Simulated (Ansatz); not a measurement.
**One shape, several levels: the pair S2···S−**

Aim: a comparison of 6 runs (UHF/STO-3G, UB2PLYP/STO-3G, UB3LYP/STO-3G, UPBE0/STO-3G, USVWN5/STO-3G, UCCSD(T)/STO-3G) of the pair S2···S−. 

The calculation is run with Ansatz 0.2.0.

25 further runs of the same task are left out: 24 that didn't finish, 1 set aside as unsound or not needed.

## 1. Starting point

The species is [S3]− (3 atoms), meant as a doublet with charge -1. The S3–S2 distance was set to 4.959 Å, away from the relaxed value.

Bond lengths: S1–S2 1.985 Å.

## 2. A single-point energy at UHF/STO-3G (run 1)

Contents of job.yaml:

```yaml
basis:
  gaussian: {orbitals: STO-3G}
crystal:
  periodic: [false, false, false]
  atoms:
    - symbol: S
      position_ang: [-1.601807, 2.493218, 3.211612]
    - symbol: S
      position_ang: [-0.087437, 2.782698, 1.961642]
    - symbol: S
      position_ang: [0.720140, -0.880310, -1.281490]
total_charge: -1
magnetization: {spin_polarized: true, initial_magnetization: 1}
hamiltonian: {xc: hf}
accuracy: high
```

On the command line:

```console
ansatz run job.yaml --threads 1 --pin off --max-ram 2610MiB --events-out events.jsonl --progress --plain --runs-dir runs
```

Log:

```text
Warning: RAYON_NUM_THREADS=1 ignored (pool sized by the plan → 1); use --threads N
Functional definition: HF
  name "HF"
  exchange = exact_x
  correlation = 0
432 factors; integrals over basis functions are off by at most 7.8e-9 eV
mean field evaluation 1: about -32065.9766 eV, gradient 4.8e0 eV
mean field evaluation 2: about -32065.9887 eV, gradient 4.9e0 eV
mean field evaluation 4: about -32030.4715 eV, gradient 7.2e0 eV
mean field evaluation 8: about -32073.3303 eV, gradient 3.2e0 eV
mean field evaluation 16: about -32088.7593 eV, gradient 1.3e-2 eV
mean field evaluation 32: about -32088.7613 eV, gradient 1.1e-1 eV
mean field evaluation 64: about -32087.2809 eV, gradient 1.7e-1 eV
mean field evaluation 96: about -32089.6481 eV, gradient 2.0e-3 eV
mean field evaluation 128: about -32089.6472 eV, gradient 1.8e-3 eV
mean field evaluation 160: about -32089.6220 eV, gradient 6.1e-2 eV
mean field evaluation 192: about -32089.5879 eV, gradient 1.3e-2 eV
mean field evaluation 224: about -32089.6420 eV, gradient 5.5e-1 eV
mean field evaluation 256: about -32089.5908 eV, gradient 2.5e-2 eV
mean field evaluation 288: about -32089.6485 eV, gradient 7.2e-3 eV
mean field -32089.64890343 eV, -1179.2728460558 hartree, gradient 1.7e-8 eV, S^2 1.750726; 8 other end points of the search recorded, 0 dependent functions left out
reference -32089.64890343 eV, -1179.2728460558 hartree; 25, 24 occupied and 2, 3 virtual orbitals, 432 factors
Total energy: -32089.64890343 eV, -1179.2728460558 hartree
```

Wall time 2.3 s (1 thread of Arm Neoverse V1, shared host); peak memory 0.096 GiB.

## 3. The energy at UB2PLYP/STO-3G (run 2)

Contents of run.yaml:

```yaml
crystal:
  periodic: [false, false, false]
  atoms:
    - {symbol: S, position_ang: [-1.601807, 2.493218, 3.211612]}
    - {symbol: S, position_ang: [-0.087437, 2.782698, 1.961642]}
    - {symbol: S, position_ang: [0.720140, -0.880310, -1.281490]}
basis:
  gaussian:
    orbitals: STO-3G
total_charge: -1
magnetization:
  spin_polarized: true
  initial_magnetization: 1
hamiltonian:
  xc: {name: B2PLYP}
correlation:
  frozen_orbitals: {S: 5}
accuracy: high
```

On the command line:

```console
ansatz run run.yaml --threads 1 --pin off --max-ram 2610MiB --events-out events.jsonl --progress --plain --runs-dir runs
```

Log, cut to the lines that bear on the results:

```text
Warning: RAYON_NUM_THREADS=1 ignored (pool sized by the plan → 1); use --threads N
Functional definition: B2PLYP
  name "B2PLYP"
[...]
432 factors; integrals over basis functions are off by at most 7.8e-9 eV
[...]
mean field -32124.86491602 eV, -1180.5670106484 hartree, gradient 1.2e-11 eV, S^2 1.750184; 12 other end points of the search recorded, 0 dependent functions left out
15 core orbitals not correlated: weight in the atoms' cores, before any rotation towards them, 1.000 or more for the frozen orbitals, at most 0.000 for the correlated occupied ones
reference -32124.86493749 eV, -1180.5670114374 hartree; 10, 9 occupied and 2, 3 virtual orbitals, 432 factors
second order -1.65764008 eV of doubles, -0.00000000 eV of singles
Total energy: -32125.31250032 eV, -1180.5834590678 hartree
```

Wall time 39 s (1 thread of Arm Neoverse V1, shared host); peak memory 0.17 GiB.

Run 3 isn't shown in full; the table further down has it.

## 4. The energy at UPBE0/STO-3G (run 4)

Contents of input.yaml:

```yaml
crystal:
  periodic: [false, false, false]
  atoms:
    - {symbol: S, position_ang: [-1.601807, 2.493218, 3.211612]}
    - {symbol: S, position_ang: [-0.087437, 2.782698, 1.961642]}
    - {symbol: S, position_ang: [0.720140, -0.880310, -1.281490]}
basis:
  gaussian:
    orbitals: STO-3G
magnetization:
  spin_polarized: true
  initial_magnetization: 1
hamiltonian:
  xc: {name: PBE0}
total_charge: -1
accuracy: high
```

On the command line:

```console
ansatz run input.yaml --threads 1 --pin off --max-ram 2610MiB --events-out events.jsonl --progress --plain --runs-dir runs
```

Log, cut to the lines that bear on the results:

```text
Warning: RAYON_NUM_THREADS=1 ignored (pool sized by the plan → 1); use --threads N
Functional definition: PBE0
  name "PBE0"
[...]
432 factors; integrals over basis functions are off by at most 7.8e-9 eV
[...]
mean field -32128.31771111 eV, -1180.6938985274 hartree, gradient 9.1e-9 eV, S^2 1.750042; 13 other end points of the search recorded, 0 dependent functions left out
reference -32128.31771257 eV, -1180.6938985811 hartree; 25, 24 occupied and 2, 3 virtual orbitals, 432 factors
Total energy: -32128.31771257 eV, -1180.6938985811 hartree
```

Wall time 67 s (1 thread of Arm Neoverse V1, shared host); peak memory 0.17 GiB.

Run 5 isn't shown in full; the table further down has it.

## 5. The energy at UCCSD(T)/STO-3G (run 6)

Contents of molecule.yaml:

```yaml
crystal:
  periodic: [false, false, false]
  atoms:
    - {symbol: S, position_ang: [-1.601807, 2.493218, 3.211612]}
    - {symbol: S, position_ang: [-0.087437, 2.782698, 1.961642]}
    - {symbol: S, position_ang: [0.720140, -0.880310, -1.281490]}
basis:
  gaussian: {orbitals: STO-3G}
total_charge: -1
magnetization: {spin_polarized: true, initial_magnetization: 1}
correlation: {method: ccsd_t, frozen_orbitals: {S: 5}}
accuracy: high
scf: {omitted_lower_state_checks: [cluster_reference, increment]}
```

On the command line:

```console
ansatz run molecule.yaml --threads 1 --pin off --max-ram 2610MiB --events-out events.jsonl --progress --plain --runs-dir runs
```

Log:

```text
Warning: RAYON_NUM_THREADS=1 ignored (pool sized by the plan → 1); use --threads N
[... 25 lines left out ...]
15 core orbitals not correlated: weight in the atoms' cores, before any rotation towards them, 1.000 or more for the frozen orbitals, at most 0.000 for the correlated occupied ones
[... 44 lines left out ...]
WARN: these amplitudes may be one of several solutions (largest doubles amplitude 0.11, level shift 2.30 eV)
Total energy: -32090.84100275 eV, -1179.3166548980 hartree
Checks for a lower state left out: cluster_reference, increment
```

Wall time 5.7 s (1 thread of Arm Neoverse V1, shared host); peak memory 0.1 GiB.

## 6. Overview of the runs

| run | level | frozen core orbitals | energy (Eh) | ⟨S²⟩ | wall time |
| --- | --- | --- | --- | --- | --- |
| 1 | UHF/STO-3G | – | -1179.272846 | 1.751 | 2.3 s |
| 2 | UB2PLYP/STO-3G | 15 | -1180.583459 | 1.750 | 39 s |
| 3 | UB3LYP/STO-3G | – | -1181.078814 | 1.750 | 66 s |
| 4 | UPBE0/STO-3G | – | -1180.693899 | 1.750 | 67 s |
| 5 | USVWN5/STO-3G | – | -1176.863797 | 1.750 | 28 s |
| 6 | UCCSD(T)/STO-3G | 15 | -1179.316655 | 1.751 | 5.7 s |

## 7. What came out

| quantity | value |
| --- | --- |
| run 6: total energy | -1179.31665 Eh |
| run 6: correlation energy (15 core orbitals frozen) | -43.8 mEh |
| run 6: (T) correction | -0.45 mEh |
| run 6: ⟨S²⟩ of the reference determinant | 1.751 |
| run 6: T1 diagnostic | 0.003 |

**Reading.** Totals of different functionals can't be ranked against each other. In runs 1, 2, 3, 4, 5, 6 the basis is minimal, so the values are rough. Spin contamination of the reference: run 6 ⟨S²⟩ = 1.75, run 1 ⟨S²⟩ = 1.75, run 2 ⟨S²⟩ = 1.75, run 4 ⟨S²⟩ = 1.75, run 3 ⟨S²⟩ = 1.75, run 5 ⟨S²⟩ = 1.75. Where it is this large, the reference is a mixture of spin states, and values that rest on it are in doubt. All runs together took 3.5 min, the longest 67 s.
